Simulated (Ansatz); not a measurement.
Total energies of `FCOCS`.

```xyz
10

F     1.300   -0.509   -1.623
C     0.145   -1.027   -1.067
O     0.024   -0.672    0.248
C    -0.263    0.700    0.442
S    -0.715    1.027    2.141
H     0.213   -2.115   -1.105
H    -0.688   -0.649   -1.675
H    -1.131    0.995   -0.161
H     0.590    1.315    0.153
H     0.525    0.936    2.647
```

Total charge 0; spin multiplicity 1. The structure was optimised at the PBE0-D4/def2-TZVP level. It is one conformer, not always the lowest. Basis def2-TZVPP, the Gaussian-basis code of Ansatz.

RPA on PBE orbitals: Hartree–Fock energy of these orbitals -650.51792 Eh, correlation -1.60048 Eh (frozen core).

```tsv
functional	kind	energy without D4 (Eh)	D4 term (kJ/mol)
LDA (SPW92)	LDA	-649.30555	–
PBE	GGA	-652.13218	-16.8
revPBE	GGA	-652.42656	-58.5
BLYP	GGA	-652.51925	-37.9
r2SCAN	meta-GGA	-652.42810	-4.3
B97M-V	meta-GGA with VV10	-652.41959	–
PBE0	global hybrid, 25 % exact exchange	-652.17323	-14.1
B3LYP	global hybrid, 20 %	-652.60379	-26.9
r2SCANh	meta-GGA hybrid, 10 %	-652.41261	-4.5
r2SCAN0	meta-GGA hybrid, 25 %	-652.39071	-4.9
HSE06 (plane-wave form)	screened hybrid	-652.15393	-13.0
BHLYP	global hybrid, 50 %	-652.45487	-18.7
CAM-B3LYP	range-separated hybrid	-652.50456	-14.1
LC-ωPBE	long-range corrected hybrid	-652.32388	–
ωB97X-V	range-separated hybrid GGA with VV10	-652.44173	–
ωB97M-V	range-separated hybrid meta-GGA with VV10	-652.47284	–
B2PLYP	double hybrid	-652.27998	–
PBE-QIDH	double hybrid	-652.05358	–
```

B3LYP takes the VWN-RPA correlation (the form of Gaussian; ORCA's B3LYP/G). HSE06 is the plane-wave form, built on full-range PBE exchange. The double hybrids freeze the cores in their second-order part.

LC-ωPBE has ω = 0.4 bohr⁻¹.
